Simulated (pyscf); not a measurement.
Single points on ωB97X-D3(BJ)/def2-SVP structures (PySCF, gas phase).

### Question
Estimate by transition-state theory the rate constant of O=V(SH)(Cl)–Cl + hydrogen chloride (HCl) → O=V(Cl)(Cl)–Cl + H₂S (singlet surface; S–V, Cl–H broken, Cl–V, H–S formed) at 1200 K, with ωB97M-D3(BJ)/def2-TZVP energies (ideal gas, 1 atm, RRHO with modes under 100 cm⁻¹ raised to 100, one conformer, R ln 2 for chiral ones without a mode under 150 cm⁻¹; no tunnelling).

### Answer
The electronic barrier is 15.8 kcal/mol and the thermal terms add +42.1, so ΔG‡ = 57.9 kcal/mol. With k_BT/h = 2.50e+13 s⁻¹ and RT = 2.385 kcal/mol, and a volume of 1.64e-19 cm³ per molecule at 1 atm, k = 1.1e-16 cm³ molecule⁻¹ s⁻¹. Wigner's tunnelling factor for 442i cm⁻¹ would be 1.01. A shift of 1 kcal/mol in the barrier changes k by a factor 1.5. On the product side the descent ends in an adduct with a S–V contact, 5.6 kcal/mol under the separated species and 23.3 kcal/mol under the saddle at ωB97X-D3(BJ)/def2-TZVP. What is counted as broken (S–V) persists as a longer contact in the product adduct; parting that adduct is a step of its own. At ωB97X-D3(BJ) the barrier from the zero used here is 12.2 kcal/mol. One saddle was located; it need not be the lowest between these sides.
